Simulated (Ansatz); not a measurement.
# SiH3+ (triplet): from Hartree-Fock to the top rungs, def2-TZVPP

The task here is to estimate one member of a computed series from the others.

Method: def2-TZVPP, core rule «outside noble gas», up to 5 orbitals frozen; program: Ansatz 0.2.0, Gaussian basis.

The runs, in order: UHF; ROHF; CCSD(T) on UHF.

2 further runs of the same task are left out: 2 set aside as unsound or not needed.

**The system**

The geometry is a PBE0/def2-TZVP stationary point (not a proven minimum) of the parent state, kept for this charge and spin.

4 atoms, charge 1, spin multiplicity 3.

Atoms are counted from 1 here; the program's logs count them from 0.

Bond lengths: Si1–H2 1.472 Å, Si1–H3 1.472 Å, Si1–H4 1.472 Å. Angles: H2–Si1–H3 120.0°, H2–Si1–H4 120.0°, H3–Si1–H4 120.0°.

The first run:

The input, in.yaml:

```yaml
crystal:
  periodic: [false, false, false]
  atoms:
    - {symbol: Si, position_ang: [0.000000, 0.000000, 0.000000]}
    - {symbol: H, position_ang: [1.471943, 0.014227, -0.000096]}
    - {symbol: H, position_ang: [-0.748293, 1.267623, -0.002905]}
    - {symbol: H, position_ang: [-0.723650, -1.281850, 0.003001]}
basis:
  gaussian: {orbitals: def2-TZVPP}
total_charge: 1
magnetization: {spin_polarized: true, initial_magnetization: 2}
hamiltonian: {xc: hf}
output: {orbitals: {seedname: orbitals}}
```

Launch:

```bash
> ansatz run in.yaml --threads 1 --pin off --events-out ev --progress --plain --max-ram 4096MiB --backend cpu
```

Steps of the session up to this table: UHF; ROHF; CCSD(T) on UHF.

One of the session's tables, all rows but one given; the rest of the session is left out.

```
  method  from UCCSD(T) (meV)
    ROHF              +3525.5
     UHF              +3452.2
    UMP2                    ?
   UCCSD               +114.0
UCCSD(T)                    0
```

**Question.** Estimate the row for UMP2.

As computed: from UCCSD(T) (meV): +877.4. In the column «from UCCSD(T) (meV)» it lies between UCCSD (+114.0) and UHF (+3452.2).

Limits of these values: Warnings: coupled cluster took another determinant than the lowest.
